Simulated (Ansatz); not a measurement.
Cost and result for the atomization energy of C3H5N, SMILES `C1=NCC1` (9 atoms, 9 bonds).

```xyz
9

C    -0.827    0.363   -0.708
N    -0.948   -0.887   -0.460
C     0.252   -0.842    0.413
C     0.389    0.669    0.107
H    -1.478    0.958   -1.349
H     0.027   -1.102    1.449
H     1.060   -1.480    0.049
H     0.247    1.349    0.950
H     1.279    0.972   -0.449
```

The species carries charge 0 and has multiplicity 1. The structure was optimised at the PBE0-D4/def2-TZVP level. Program: Ansatz. All runs use 2 threads of an Arm Neoverse V2 on a shared host. Times are those of one run each, without the atoms' runs, and a repeat can differ threefold. Electronic energies, without spin–orbit coupling; frozen cores. CCSD(T)/CBS adds CCSD(T) − MP2 in def2-TZVPP to the MP2 limit, and its time is that of the two runs behind it. T1 = 0.011; the RHF reference is unstable towards UHF.

CCSD(T)/CBS is a level of theory with its own doubt, some kJ/mol a heavy atom from the limit and from the frozen cores, so smaller differences don't rank the functionals.

```json
{"level": "LDA (SPW92)/def2-TZVPP", "functions": "194", "wall time": "0.95 s", "atomization (kcal/mol)": "1016.4", "difference from CCSD(T)/CBS": "141.2", "per bond": "15.7"}
{"level": "BLYP-D4/def2-TZVPP", "functions": "194", "wall time": "1.6 s", "atomization (kcal/mol)": "881.0", "difference from CCSD(T)/CBS": "5.8", "per bond": "0.6"}
{"level": "CCSD(T)/def2-SVP", "functions": "81", "wall time": "1.9 s", "atomization (kcal/mol)": "835.9", "difference from CCSD(T)/CBS": "-39.3", "per bond": "-4.4"}
{"level": "PBE0-D4/def2-TZVPP", "functions": "194", "wall time": "2.1 s", "atomization (kcal/mol)": "887.6", "difference from CCSD(T)/CBS": "12.4", "per bond": "1.4"}
{"level": "B2PLYP/def2-TZVPP", "functions": "194", "wall time": "3.6 s", "atomization (kcal/mol)": "869.9", "difference from CCSD(T)/CBS": "-5.3", "per bond": "-0.6"}
{"level": "PBE-QIDH/def2-TZVPP", "functions": "194", "wall time": "3.6 s", "atomization (kcal/mol)": "875.4", "difference from CCSD(T)/CBS": "0.2", "per bond": "0.0"}
{"level": "r2SCAN-D4/def2-TZVPP (with forces)", "functions": "194", "wall time": "3.8 s", "atomization (kcal/mol)": "877.1", "difference from CCSD(T)/CBS": "1.9", "per bond": "0.2"}
{"level": "ωB97X-V/def2-TZVPP", "functions": "194", "wall time": "6.5 s", "atomization (kcal/mol)": "880.5", "difference from CCSD(T)/CBS": "5.3", "per bond": "0.6"}
{"level": "B97M-V/def2-TZVPP", "functions": "194", "wall time": "7.5 s", "atomization (kcal/mol)": "878.3", "difference from CCSD(T)/CBS": "3.1", "per bond": "0.3"}
{"level": "ωB97M-V/def2-TZVPP (with forces)", "functions": "194", "wall time": "8 s", "atomization (kcal/mol)": "881.2", "difference from CCSD(T)/CBS": "6.0", "per bond": "0.7"}
{"level": "MP2/def2-QZVPP", "functions": "378", "wall time": "17 s", "atomization (kcal/mol)": "881.8", "difference from CCSD(T)/CBS": "6.6", "per bond": "0.7"}
{"level": "CCSD(T)/def2-TZVPP", "functions": "194", "wall time": "42 s", "atomization (kcal/mol)": "852.5", "difference from CCSD(T)/CBS": "-22.7", "per bond": "-2.5"}
{"level": "CCSD(T)/CBS(def2)", "functions": "–", "wall time": "59 s", "atomization (kcal/mol)": "875.2", "difference from CCSD(T)/CBS": "0.0", "per bond": "0.0"}
```

From PBE to PBE0 (25 % exact exchange), in def2-TZVPP and without D4, the atomization energy moves by −20.0 kcal/mol: exact exchange takes away binding that semilocal exchange gives to molecules. Leaving LDA and LC-ωPBE aside and taking each functional with its dispersion term where it has one, the values, not all of them listed here, spread over 60.8 kcal/mol, from BHLYP-D4 to PBE-D4. LDA lies +111.4 kcal/mol from PBE without D4, its usual overbinding. At CCSD(T), def2-SVP lies −39.3 kcal/mol from the extrapolated value and def2-TZVPP −22.6 kcal/mol: correlation converges slowly with the basis, and small sets miss more of it in the bonded molecule than in its fragments.
